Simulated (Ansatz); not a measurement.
# CH3F: the cost of one run

Method: RKS r2SCAN/6-31G*, in Ansatz 0.2.0.

### 1 The system as given

Bond lengths: C1–F2 1.364 Å, C1–H3 1.091 Å, C1–H4 1.091 Å, C1–H5 1.091 Å. Angles: F2–C1–H3 108.1°, F2–C1–H4 108.1°, F2–C1–H5 108.1°, H3–C1–H4 110.8°, H3–C1–H5 110.8°, H4–C1–H5 110.8°.

Coordinates:

```xyz
5

C    -0.0580    0.0376    0.0089
F     1.0765   -0.6990   -0.1659
H    -0.9129   -0.6360   -0.0597
H    -0.0955    0.7930   -0.7767
H    -0.0101    0.5043    0.9934
```

### 2 Preparing the start

File input.yaml:

```yaml
crystal:
  periodic: [false, false, false]
  atoms:
    - { symbol: C, position_ang: [-0.05797, 0.03761, 0.00892] }
    - { symbol: F, position_ang: [1.0765, -0.69902, -0.16591] }
    - { symbol: H, position_ang: [-0.91292, -0.63597, -0.0597] }
    - { symbol: H, position_ang: [-0.09547, 0.79304, -0.77669] }
    - { symbol: H, position_ang: [-0.01015, 0.50433, 0.99338] }
basis:
  gaussian: { orbitals: "6-31G*" }
hamiltonian:
  xc: r2scan
relax:
  f_tol: 0.02
  max_steps: 40
```

Command:

```
$ ansatz run input.yaml --threads 1 --pin off --max-ram 2048MiB --backend cpu --events-out ev --progress --plain --runs-dir out
```

**Question.** How long does this run take on 1 thread of Intel Xeon Platinum 8488C (Sapphire Rapids), shared host, and how much memory does it need?

About 3.1 s, with a peak of 0.12 GiB.
